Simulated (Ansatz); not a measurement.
For hcp Tc, r²SCAN (PAW; Ansatz, a program for electronic structure) gives:

* **lattice constant a**: 2.736 Å
* **lattice parameter c**: 4.382 Å

Problem. What does PBE0 in Ansatz (plane waves, PAW) give for the same quantities?

Solution. 
- lattice constant a: 2.719 Å (falls by 0.6 %)
- lattice parameter c: 4.347 Å (falls by 0.8 %)

For comparison: lattice constant a 2.741 Å (measured, 293 K, no zero-point or thermal correction; as tabulated in Wikipedia's data pages); lattice parameter c 4.399 Å (measured, 293 K, no zero-point or thermal correction; as tabulated in Wikipedia's data pages).

Changes are worked out from the printed values.

Unless a cell is named, each level is at its own relaxed cell (r²SCAN 14.20, PBE0 13.92 Å³/atom).

Ansatz's density-functional and Hartree–Fock values are scalar-relativistic unless marked +SOC, with PAW data made under PBE.
